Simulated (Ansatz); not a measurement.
Gas-phase electronic energies from Ansatz, PBE0-D4/def2-TZVP geometries. CCSD(T)/CBS is the MP2 limit (def2-TZVPP, def2-QZVPP) plus CCSD(T) − MP2 in def2-TZVPP, frozen cores. This one scheme is used for every species. Functionals use def2-TZVPP.

Reaction (hydrogenolysis of a C–C bond): `C=C=C(C)F` + H₂ → `C=C=CF` + CH₄

```json
{"level": "ωB97X-V", "ΔE (eV)": "-0.46"}
{"level": "CAM-B3LYP", "ΔE (eV)": "-0.53"}
```

Q: What does CCSD(T)/CBS give? (An estimate is asked.)

A: The calculation gave: -0.46 eV. The listed levels differ from it by 0.00, -0.07 eV.

Largest T1 diagnostic among the species: 0.013.

Leaving LDA and LC-ωPBE aside and taking each functional with its dispersion term where it has one, the values, not all of them listed here, spread over 0.13 eV, from BHLYP-D4 to revPBE-D4. LDA lies +0.11 eV from PBE without D4. The D4 term adds +0.07 eV with B3LYP and +0.04 eV with PBE0; it sums over pairs of atoms, weighted by their polarisabilities, and B3LYP, whose exchange is more repulsive, gets the larger term. In def2-TZVPP, CCSD(T) changes the Hartree–Fock value by +0.17 eV (the triples alone add +0.04 eV) and MP2 by +0.22 eV.

B3LYP here is the variant with VWN-RPA as its local correlation; programs differ in this.
